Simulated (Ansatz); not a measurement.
## FH2MgN, SMILES [NH2][Mg][F]: a saddle search for pyramidal inversion, step by step

Computed with Ansatz 0.2.0, Python API.

`fh2mgn.xyz`
```text
5

N    -0.87030    0.61180    0.00320
Mg    0.58100   -0.74890    0.31750
F     1.96900   -2.06660    0.61260
H    -0.39330    1.60800    0.03760
H    -1.23660    0.52210   -1.01230
```

Notebook, run cell by cell (the value of a cell's last expression is shown):

```python
from dataclasses import dataclass
import itertools

import ansatz as az
from ase.data import atomic_numbers, covalent_radii
import numpy as np


@dataclass(frozen=True)
class Settings:
    basis: str = "cc-pVDZ"
    functional: str = "pbe"
```

```python
settings = Settings()
```

```python
mol = az.Crystal.molecule_from_extxyz("fh2mgn.xyz")

base = (
    mol.calculation()
    .basis(gaussian=settings.basis)
    .functional(settings.functional)
)
symbols = [site.symbol for site in mol.cartesian_sites]
start = np.array([site.position_ang for site in mol.cartesian_sites], dtype=float)
r = base.relax(force_tolerance=0.005).run(threads=1, pin="off").report
end = np.array(r["positions_ang"])
```

```python
# start with the apex atom pushed most of the way into the plane of its neighbours
a, b, d = end[[1, 3, 4]]
normal = np.cross(b - a, d - a)
normal /= np.linalg.norm(normal)
flat = end.copy()
flat[0] -= 0.8 * ((end[0] - a) @ normal) * normal
guess = np.zeros_like(flat)
guess[0] = normal
near = az.Crystal.molecule()
for symbol, place in zip(symbols, flat):
    near = near.atom(symbol, place.tolist())
search = (
    near.calculation()
    .basis(gaussian=settings.basis)
    .functional(settings.functional)
    .saddle(mode_guess=guess.tolist(), force_tolerance=0.01, max_steps=40)
)
steps = []
top = search.session().plan().execute(on_event=lambda e: steps.append(e["data"]) if e["event"] == "saddle_step" else None).report
for s in steps:
    print(f"step {s['step']:2d}  E = {s['lagrangian_ev']:.5f} eV  force {s['allowed_force_max_ev_ang']:.4f} eV/A  curvature {s['curvature_ev_ang2']:.3f} eV/A^2")
print(f"minimum {r['free_energy_ev']:.5f} eV, saddle {top['free_energy_ev']:.5f} eV")
print(f"electronic barrier {96.485332 * (top['free_energy_ev'] - r['free_energy_ev']):.2f} kJ/mol")
saddle = np.array(top["positions_ang"])
# pairs closer than 1.2 times the sum of covalent radii, before or after
radius = [covalent_radii[atomic_numbers[s]] for s in symbols]
span = lambda where, i, j: np.linalg.norm(where[i] - where[j])
bonded = [(i, j) for i, j in itertools.combinations(range(len(symbols)), 2) if min(span(end, i, j), span(saddle, i, j)) < 1.2 * (radius[i] + radius[j])]
print("pair        before    after (A)")
for i, j in bonded:
    print(f"{symbols[i]}{i}-{symbols[j]}{j}".ljust(10), f"{span(end, i, j):8.4f} {span(saddle, i, j):8.4f}")
for first, second in list(itertools.combinations(bonded, 2)):
    shared = set(first) & set(second)
    if shared and symbols[(j := shared.pop())] != "H":
        i, k = sorted((set(first) | set(second)) - {j})
        u, v = saddle[i] - saddle[j], saddle[k] - saddle[j]
        angle = np.degrees(np.arccos(np.clip(u @ v / np.linalg.norm(u) / np.linalg.norm(v), -1, 1)))
        print(f"final angle {symbols[i]}{i}-{symbols[j]}{j}-{symbols[k]}{k}: {angle:.2f} deg")
```

    step  1  E = -9678.10998 eV  force 0.9224 eV/A  curvature -3.007 eV/A^2
    step  2  E = -9678.13142 eV  force 0.0878 eV/A  curvature -0.542 eV/A^2
    step  3  E = -9678.13174 eV  force 0.0242 eV/A  curvature -0.279 eV/A^2
    step  4  E = -9678.13179 eV  force 0.0239 eV/A  curvature -0.271 eV/A^2
    step  5  E = -9678.13184 eV  force 0.0280 eV/A  curvature -0.264 eV/A^2
    step  6  E = -9678.13185 eV  force 0.0290 eV/A  curvature -0.286 eV/A^2
    step  7  E = -9678.13185 eV  force 0.0080 eV/A  curvature -0.363 eV/A^2
    step  8  E = -9678.13180 eV  force 0.0108 eV/A  curvature -0.321 eV/A^2
    step  9  E = -9678.13181 eV  force 0.0009 eV/A  curvature -0.336 eV/A^2
    minimum -9678.13530 eV, saddle -9678.13186 eV
    electronic barrier 0.33 kJ/mol
    pair        before    after (A)
    N0-Mg1       1.9040   1.8898
    N0-H3        1.0276   1.0249
    N0-H4        1.0276   1.0249
    Mg1-F2       1.7745   1.7742
    final angle Mg1-N0-H3: 126.59 deg
    final angle Mg1-N0-H4: 126.59 deg
    final angle N0-Mg1-F2: 179.95 deg
    final angle H3-N0-H4: 106.82 deg

What to keep in mind:
- Total energies depend on the basis set; only differences at equal settings carry meaning.
- The energies are electronic: no zero-point or thermal terms, and the basis set is short of its limit. No separate frequency run checks the order of the saddle point.
- Hardware and time: 64 s on 1 thread of Arm Neoverse V1, with other jobs on the host, peak memory 0.19 GiB.
